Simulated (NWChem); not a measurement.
Everything below was run with NWChem. System: hydrogen fluoride (HF), charge 0, spin multiplicity 1, at a geometry optimised with B3LYP/def2-SVP.

The NWChem input:

```
start mol
memory heap 200 mb stack 900 mb global 1100 mb
geometry units angstroms nocenter noautoz noautosym
  F      0.000000     0.000000     0.092475
  H      0.000000     0.000000    -0.832277
end
basis spherical
  * library def2-svp
end
dft
  xc xpbe96 cpbe96
  semidirect memsize 60000000 filesize 0
  iterations 100
  convergence nolevelshifting
  cdft 1 1 charge 0.6 pop lowdin
end
task dft energy
```

The output up to the point where the run's verdict is printed (cleaned and shortened):

```
             Northwest Computational Chemistry Package (NWChem) 7.3.0
             --------------------------------------------------------

                                NWChem Input Module
                                -------------------

 Scaling coordinates for geometry "geometry" by  1.889725989
 (inverse scale =  0.529177249)

                             Geometry "geometry" -> ""
                             -------------------------

 Output coordinates in angstroms (scale by  1.889725989 to convert to a.u.)

  No.       Tag          Charge          X              Y              Z
 ---- ---------------- ---------- -------------- -------------- --------------
    1 F                    9.0000     0.00000000     0.00000000     0.09247500
    2 H                    1.0000     0.00000000     0.00000000    -0.83227700

 Effective nuclear repulsion energy (a.u.)       5.1501324041

            Nuclear Dipole moment (a.u.)
            ----------------------------
        X                 Y               Z
 ---------------- ---------------- ----------------
     0.0000000000     0.0000000000    -0.0000037795


 Summary of "ao basis" -> "" (spherical)
 ------------------------------------------------------------------------------
       Tag                 Description            Shells   Functions and Types
 ---------------- ------------------------------  ------  ---------------------
 *                          def2-svp                  on all atoms

  pbe96 is a nonlocal functional; adding pw91lda local functional.

                                 NWChem DFT Module
                                 -----------------

 Summary of "ao basis" -> "ao basis" (spherical)
 ------------------------------------------------------------------------------
       Tag                 Description            Shells   Functions and Types
 ---------------- ------------------------------  ------  ---------------------
 F                          def2-svp                 6       14   3s2p1d
 H                          def2-svp                 3        5   2s1p

 Summary of "ao basis" -> "ao basis" (spherical)
[...]
 d= 0,ls=0.0,diis    74    -99.9541296530 -1.63D-04  1.04D-01  2.62D-02     3.0
 CDFT multipliers:
      1        0.6407877741
      iter =    7
 d= 0,ls=0.0,diis    75    -99.9525863933  1.54D-03  2.09D-02  4.61D-02     3.0
 CDFT multipliers:
      1        0.6404349744
      iter =    7
 d= 0,ls=0.0,diis    76    -99.9528764923 -2.90D-04  2.25D-02  4.27D-02     3.1
 CDFT multipliers:
      1        0.6398242100
      iter =    8
 d= 0,ls=0.0,diis    77    -99.9524256485  4.51D-04  7.54D-02  4.73D-02     3.1
 CDFT multipliers:
      1        0.6411244796
      iter =    7
 d= 0,ls=0.0,diis    78    -99.9546348715 -2.21D-03  1.25D-01  2.62D-02     3.1
 CDFT multipliers:
      1        0.6446522457
      iter =   10
 d= 0,ls=0.0,diis    79    -99.9547513949 -1.17D-04  1.09D-01  2.35D-02     3.2
 CDFT multipliers:
      1        0.6417142084
      iter =    8
 d= 0,ls=0.0,diis    80    -99.9540656996  6.86D-04  1.87D-03  2.96D-02     3.2
 CDFT multipliers:
      1        0.6418018831
      iter =   10
 d= 0,ls=0.0,diis    81    -99.9540914270 -2.57D-05  1.08D-02  2.93D-02     3.3
 CDFT multipliers:
      1        0.6439952866
      iter =    7
 d= 0,ls=0.0,diis    82    -99.9546442629 -5.53D-04  1.20D-01  2.42D-02     3.3
 CDFT multipliers:
      1        0.6453571857
      iter =   10
 d= 0,ls=0.0,diis    83    -99.9542130344  4.31D-04  1.15D-01  2.80D-02     3.3
 CDFT multipliers:
      1        0.6435086056
      iter =   13
 d= 0,ls=0.0,diis    84    -99.9543241691 -1.11D-04  7.10D-03  2.70D-02     3.4
 CDFT multipliers:
      1        0.6428163282
      iter =   12
 d= 0,ls=0.0,diis    85    -99.9542895899  3.46D-05  1.39D-02  2.69D-02     3.4
 CDFT multipliers:
      1        0.6387907432
      iter =    8
 d= 0,ls=0.0,diis    86    -99.9537801654  5.09D-04  1.24D-01  3.21D-02     3.5
 CDFT multipliers:
      1        0.6405975952
      iter =    8
 d= 0,ls=0.0,diis    87    -99.9536561564  1.24D-04  1.24D-01  3.38D-02     3.5
 CDFT multipliers:
      1        0.6413141395
      iter =    8
 d= 0,ls=0.0,diis    88    -99.9535909949  6.52D-05  1.23D-01  3.47D-02     3.5
 CDFT multipliers:
      1        0.6349628141
      iter =    9
 d= 0,ls=0.0,diis    89    -99.9525207347  1.07D-03  9.89D-02  4.55D-02     3.6
 CDFT multipliers:
      1        0.6442206724
      iter =    9
 d= 0,ls=0.0,diis    90    -99.9544398627 -1.92D-03  7.79D-02  2.64D-02     3.6
 CDFT multipliers:
      1        0.6308064216
      iter =    7
 d= 0,ls=0.0,diis    91    -99.9506152363  3.82D-03  7.31D-03  6.80D-02     3.7
 CDFT multipliers:
      1        0.6307013101
      iter =    6
 d= 0,ls=0.0,diis    92    -99.9506406802 -2.54D-05  9.02D-03  6.81D-02     3.7
 CDFT multipliers:
      1        0.6229023590
      iter =    5
 d= 0,ls=0.0,diis    93    -99.9458288062  4.81D-03  2.93D-02  1.24D-01     3.7
 CDFT multipliers:
      1        0.6325036314
      iter =    7
 d= 0,ls=0.0,diis    94    -99.9500933937 -4.26D-03  9.25D-02  7.61D-02     3.8
 CDFT multipliers:
      1        0.6396643033
      iter =    7
 d= 0,ls=0.0,diis    95    -99.9541314878 -4.04D-03  1.34D-02  2.68D-02     3.8
 CDFT multipliers:
      1        0.6399995370
      iter =    9
 d= 0,ls=0.0,diis    96    -99.9541655006 -3.40D-05  1.28D-01  2.65D-02     3.8
 CDFT multipliers:
      1        0.6426529139
      iter =    9
 d= 0,ls=0.0,diis    97    -99.9544142175 -2.49D-04  1.21D-01  2.66D-02     3.9
 CDFT multipliers:
      1        0.6357785725
      iter =    7
 d= 0,ls=0.0,diis    98    -99.9526871923  1.73D-03  3.31D-03  4.43D-02     3.9
 CDFT multipliers:
      1        0.6369475045
      iter =    7
 d= 0,ls=0.0,diis    99    -99.9526127101  7.45D-05  5.82D-03  4.65D-02     3.9
 CDFT multipliers:
      1        0.6388411459
      iter =    6
 d= 0,ls=0.0,diis   100    -99.9531989578 -5.86D-04  6.91D-03  4.09D-02     4.0
  CDFT final multipliers
      1        0.6392602988
```

The run did not converge; its last values are not results. The next line reads: Calculation failed to converge. NWChem stopped with the message: dft energy failed.
